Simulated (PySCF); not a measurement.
## `C[C@H]1C[C@H](C)S1`, C5H10S

Geometry:
| atom | x (Å) | y (Å) | z (Å) |
| --- | --- | --- | --- |
| C1 | 2.262 | -0.813 | -0.128 |
| C2 | 0.836 | -0.631 | 0.337 |
| C3 | 0.237 | 0.769 | 0.156 |
| C4 | -1.026 | 0.341 | -0.602 |
| C5 | -2.315 | 0.443 | 0.185 |
| S6 | -0.426 | -1.395 | -0.772 |
| H7 | 2.936 | -0.242 | 0.509 |
| H8 | 2.373 | -0.470 | -1.155 |
| H9 | 2.545 | -1.863 | -0.084 |
| H10 | 0.704 | -1.026 | 1.346 |
| H11 | 0.026 | 1.284 | 1.093 |
| H12 | 0.884 | 1.403 | -0.450 |
| H13 | -1.137 | 0.799 | -1.586 |
| H14 | -2.556 | 1.490 | 0.367 |
| H15 | -3.133 | -0.014 | -0.367 |
| H16 | -2.217 | -0.066 | 1.142 |

Computed, not measured: PySCF 2.14.0, TDDFT BHandHLYP/def2-SVPD circular dichroism and optical rotation, one conformer, gas phase. Geometry: GFN2-xTB.

States above about 7.3 eV (minus the energy of the highest occupied orbital) lie near or above the ionisation threshold and depend on the basis.

(1) Draw the ECD and absorption spectra from the lowest 16 states, each a Gaussian of half-width 0.3 eV at 1/e height.

Results:

(1) 
| E (eV) | λ (nm) | Δε (L mol⁻¹ cm⁻¹) | ε (L mol⁻¹ cm⁻¹) |
| --- | --- | --- | --- |
| 4.22 | 294 | -0.13 | 0.571 |
| 4.32 | 287 | -0.36 | 1.55 |
| 4.42 | 281 | -0.78 | 3.38 |
| 4.52 | 274 | -1.36 | 5.88 |
| 4.62 | 268 | -1.90 | 8.21 |
| 4.72 | 263 | -2.12 | 9.18 |
| 4.82 | 257 | -1.90 | 8.21 |
| 4.92 | 252 | -1.36 | 5.88 |
| 5.02 | 247 | -0.78 | 3.38 |
| 5.12 | 242 | -0.36 | 1.55 |
| 5.22 | 238 | -0.13 | 0.574 |
| 5.32 | 233 | -0.04 | 0.203 |
| 5.42 | 229 | -0.01 | 0.328 |
| 5.52 | 225 | +0.01 | 1.93 |
| 5.62 | 221 | +0.06 | 10.3 |
| 5.72 | 217 | +0.24 | 44.2 |
| 5.82 | 213 | +0.83 | 152 |
| 5.92 | 210 | +2.27 | 418 |
| 6.02 | 206 | +5.02 | 922 |
| 6.12 | 203 | +8.88 | 1640 |
| 6.22 | 199 | +12.58 | 2370 |
| 6.32 | 196 | +14.15 | 2830 |
| 6.42 | 193 | +12.01 | 2960 |
| 6.52 | 190 | +5.63 | 2990 |
| 6.62 | 187 | -4.71 | 3230 |
| 6.72 | 185 | -17.94 | 3770 |
| 6.82 | 182 | -31.43 | 4370 |
| 6.92 | 179 | -40.81 | 4660 |
| 7.02 | 177 | -42.21 | 4350 |
| 7.12 | 174 | -35.43 | 3470 |
| 7.22 | 172 | -24.81 | 2380 |
| 7.32 | 169 | -16.53 | 1490 |
| 7.42 | 167 | -14.82 | 1080 |
| 7.52 | 165 | -19.77 | 1190 |
| 7.62 | 163 | -27.44 | 1740 |
| 7.72 | 161 | -32.03 | 2690 |
| 7.82 | 159 | -29.30 | 4080 |
| 7.92 | 157 | -18.95 | 6040 |
| 8.02 | 155 | -4.20 | 8580 |
| 8.12 | 153 | +10.76 | 11400 |
| 8.22 | 151 | +22.53 | 13800 |
| 8.32 | 149 | +28.98 | 15400 |
| 8.42 | 147 | +29.32 | 15600 |

Δε uses R in velocity form, ε uses f in length form. Only the states computed contribute, so the short-wavelength end is incomplete.
